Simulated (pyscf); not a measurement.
This saddle point was located with ωB97X-D3(BJ)/def2-SVP in PySCF.

```xyz
9

Al    -2.1488    -0.6427     0.2531
O     -0.9193     0.3116    -0.4965
B      0.5733     0.4426    -0.5674
H     -3.6269    -0.2323    -0.1042
H     -1.6965    -1.8117     1.2058
H      1.0883     0.8982     0.4293
H      1.1264    -0.4219    -1.2099
F      0.2828     1.7111    -1.5954
H     -0.6928     1.2962    -1.2841
```
Charge 0, spin multiplicity 1.

Surface: singlet, charge 0. Lowest wavenumbers (cm⁻¹): 914i, 70, 124, 157, 480.

Q: Which two sides does it connect, and which bonds change?

A: H₂B–O–AlH₂ + HF <-> HO–AlH₂ + H₂B–F, a four-centre exchange read from left to right: B–O, F–H broken and H–O, B–F formed. At CCSD(T)/def2-TZVPP + ΔMP2(QZVPP) it lies +0.50 eV from the left side and +0.49 eV from the right (each side as separated species at their lowest minima found). On the product side the descent ends in an adduct with a B–O contact, 0.49 eV under the separated species and 0.93 eV under the saddle at ωB97X-D3(BJ)/def2-TZVP. What is counted as broken (B–O) persists as a longer contact in the product adduct; parting that adduct is a step of its own. At ωB97X-D3(BJ)/def2-TZVP the barrier from the zero used here is 0.41 eV. One saddle was located; it need not be the lowest between these sides. The CCSD(T) − MP2 part came from Ansatz, without density fitting, on the same reference.
